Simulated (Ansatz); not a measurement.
A nudged elastic band was laid between two geometries of BClH2 + H4Si (9 atoms, charge 0, multiplicity 1).

Computed with Ansatz 0.2.0, RKS PBE0-D4/def2-SVP.

```
movable images  : 7
climbing image  : yes
spring          : 5.0 eV/Å²
optimiser       : quadratic models (default)
start path      : through a guess of the saddle point
force threshold : 0.05 eV/Å
iteration limit : 60
end points      : relaxed
```

Image 0:

```xyz
9
Properties=species:S:1:pos:R:3
B -0.061 0.474 0.148
Cl 0.387 1.636 1.368
H 0.820 -0.102 -0.439
H -1.226 0.350 -0.127
Si 0.120 -2.723 1.040
H -0.416 -2.954 -0.333
H 1.611 -2.755 1.021
H -0.406 -3.759 1.976
H -0.333 -1.375 1.518
```

Image 8:

```xyz
9
Properties=species:S:1:pos:R:3
B -0.077 -0.468 -0.052
Cl 0.332 0.584 1.910
H 0.789 0.111 -0.668
H -1.214 -0.085 -0.211
Si 0.212 -2.387 0.499
H -0.233 -3.340 -0.570
H 1.633 -2.723 0.841
H -0.595 -2.713 1.731
H -0.352 -0.186 2.693
```

**Question.** Which bonds break or form, and what moves?

**Answer.** Bonds broken: B1–Cl2, Si5–H9. Bonds formed: B1–Si5, Cl2–H9. BClH2 + H4Si becomes BClH6Si.

**Question.** Give the energies along the band, and the barrier.

**Answer.** It converged. The highest image is number 5 of 0 to 8, 1.34 eV above the first end and 0.39 eV above the last; the last end lies 0.96 eV above the first. A vibrational analysis at the climbing image gives 2 clearly imaginary modes (525i, 98i cm⁻¹): a point of higher order. A lower path may pass nearby, or the ends, which weren't checked, may share the extra mode. The orbitals stay closed-shell, which can raise the energy where a bond breaks towards radicals; this wasn't checked here.

| image | path coordinate (Å) | energy (eV) | B1–Cl2 (Å) | Si5–H9 (Å) | B1–Si5 (Å) |
| --- | --- | --- | --- | --- | --- |
| 0 | 0.00 | 0.00 | 1.74 | 1.50 | 3.32 |
| 1 | 0.67 | 0.00 | 1.75 | 1.50 | 3.41 |
| 2 | 1.34 | 0.02 | 1.75 | 1.50 | 3.23 |
| 3 | 2.01 | 0.08 | 1.79 | 1.52 | 2.76 |
| 4 | 2.69 | 0.58 | 1.90 | 1.62 | 2.34 |
| 5 | 3.36 | 1.34 | 2.21 | 2.06 | 2.08 |
| 6 | 4.11 | 1.06 | 2.22 | 2.47 | 2.03 |
| 7 | 4.86 | 0.98 | 2.24 | 2.88 | 2.02 |
| 8 | 5.61 | 0.96 | 2.26 | 3.16 | 2.02 |

**Question.** What is the geometry of the highest image?

**Answer.** 
```xyz
9
Properties=species:S:1:pos:R:3:forces:R:3
B 0.011 -0.339 0.153 0.00 0.01 -0.03
Cl -0.304 0.703 2.072 0.00 0.04 0.03
H 1.053 0.150 -0.202 -0.02 -0.01 0.00
H -1.025 -0.089 -0.408 0.01 0.00 0.01
Si 0.195 -2.358 0.629 0.01 -0.01 0.00
H -0.792 -3.118 -0.196 0.00 0.00 0.00
H 1.583 -2.826 0.335 0.00 0.00 0.01
H -0.084 -2.694 2.069 0.00 0.00 0.00
H -0.143 -0.637 1.719 0.01 -0.03 -0.01
```

The run took 6.1 min on 1 thread of Arm Neoverse V2 (shared host), peak memory 0.14 GiB.
